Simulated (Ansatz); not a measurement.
Molecule: HO, charge -1, multiplicity 1. 
Geometry from a B3LYP-D3(BJ)/def2-TZVP (Ansatz, a quantum-chemistry and plane-wave program) optimisation:
```xyz
2

O      0.0000     0.0000    -0.1078
H      0.0000     0.0000     0.8624
```
Charge -1, spin multiplicity 1.

Basis-set convergence of Hartree-Fock and MP2 correlation energies (hartree) with Ansatz. Valence correlation only, unless marked. Spin-orbit coupling is left out. Non-relativistic. This anion needs diffuse functions, which these sets lack.

```csv
basis,functions,E(HF),"E(corr, MP2)"
cc-pVDZ,19,-75.33081,-0.19475
cc-pVTZ,44,-75.38260,-0.26492
cc-pVQZ,85,-75.40124,-0.29291
cc-pV5Z,146,[?],[?]
```

**Question.** Complete the blanks.

**Answer.** 
- cc-pV5Z, E(HF): -75.41241
- cc-pV5Z, E(corr, MP2): -0.30767
